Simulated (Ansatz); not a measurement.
One change: `CO[SiH]` becomes `CS[SiH]`.

Ansatz, PBE0-D4/def2-TZVP geometries, multiplicity 1. 

```csv
property,`CO[SiH]`
zero-point energy (PBE0-D4/def2-TZVP) / kJ/mol,129.2
HOMO energy (PBE/def2-TZVPP) / eV,-5.45
LUMO energy (ωB97M-V/def2-TZVPP) / eV,0.04
LUMO energy (PBE/def2-TZVPP) / eV,-2.79
HOMO energy (ωB97M-V/def2-TZVPP) / eV,-8.63
size of the dipole moment (B3LYP/def2-TZVPP) / D,1.58
```

Q: What does the change do to each property? (An estimate is asked.)

A: Computed: 
| property | `CS[SiH]` | shift |
| --- | --- | --- |
| zero-point energy (PBE0-D4/def2-TZVP) / kJ/mol | 122.4 | -6.8 |
| HOMO energy (PBE/def2-TZVPP) / eV | -5.63 | -0.18 |
| LUMO energy (ωB97M-V/def2-TZVPP) / eV | -0.30 | -0.34 |
| LUMO energy (PBE/def2-TZVPP) / eV | -3.04 | -0.25 |
| HOMO energy (ωB97M-V/def2-TZVPP) / eV | -8.72 | -0.09 |
| size of the dipole moment (B3LYP/def2-TZVPP) / D | 1.47 | -0.11 |

With PBE0 the HOMO falls by 0.15 eV and the LUMO falls by 0.31 eV, so the gap narrows by about 0.16 eV. PBE moves the HOMO by -0.18 eV and ωB97M-V by -0.09 eV. Dipoles are sizes alone; their direction can turn.

B3LYP here is the variant with VWN-RPA as its local correlation; programs differ in this.
